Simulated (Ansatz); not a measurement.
Scan of [Br···H···NH], triplet

Starting geometry:

```yaml
atoms:
  - { symbol: Br, position_ang: [-1.8444, 0.2511, 0.0000] }
  - { symbol: H, position_ang: [-0.4238, 0.2511, 0.0000] }
  - { symbol: N, position_ang: [0.9996, 0.2511, 0.0000] }
  - { symbol: H, position_ang: [1.2687, -0.7532, 0.0000] }
```

From there H2 is moved from one fragment to the other while all else, the fragments' distance too, stays fixed; atoms are numbered as listed. Energies are in kcal/mol, counted from the starting geometry at the same level. Kohn–Sham curves are unrestricted where that lies lower.

Basis cc-pVTZ; Ansatz 0.2.0. Only valence electrons are correlated (noble-gas cores and the filled d shells of p-block atoms frozen). Prefix R: restricted or restricted open-shell reference; prefix U: unrestricted. No spin–orbit coupling is included, and no scalar relativity.

Functionals correlate the shells that the reference freezes, so part of their error here is the reference's.

Full CI isn't at hand for all of this; UCCSDT(Q) serves as the reference, and is uncertain by about the last step of the cluster series.

| distance Br1-H2 (Å) | UCCSDT(Q) | PBE | r2SCAN | B97M-V | PBE0 | B3LYP | wB97M-V | B2PLYP | RPA-PBE |
| --- | --- | --- | --- | --- | --- | --- | --- | --- | --- |
| 1.421 | 0.0 | 0.0 | 0.0 | 0.0 | 0.0 | 0.0 | 0.0 | 0.0 | 0.0 |
| 1.475 | -0.8 | -2.6 | -2.0 | -1.7 | -1.6 | -1.8 | -1.1 | -1.3 | -1.4 |
| 1.585 | -1.5 | -6.4 | -4.8 | -4.4 | -3.8 | -4.5 | -2.4 | -3.0 | -3.8 |
| 1.694 | -3.3 | -9.1 | -7.2 | -7.2 | -6.0 | -7.2 | -4.6 | -5.4 | -6.8 |
| 1.804 | -4.6 | -9.0 | -7.3 | -8.5 | -6.3 | -7.9 | -5.9 | -6.4 | -8.2 |

Task: Judged by the spread of the error over the points with a reference (largest less smallest), which of these follows UCCSDT(Q) best and which worst?

Result: Subtracting the UCCSDT(Q) column from each: best wB97M-V (errors from -1.4 to 0.0, spread 1.4 kcal/mol), worst PBE (from -5.8 to 0.0, spread 5.8 kcal/mol). Functionals and wave-function methods converge differently with the basis, so part of this is basis effect.
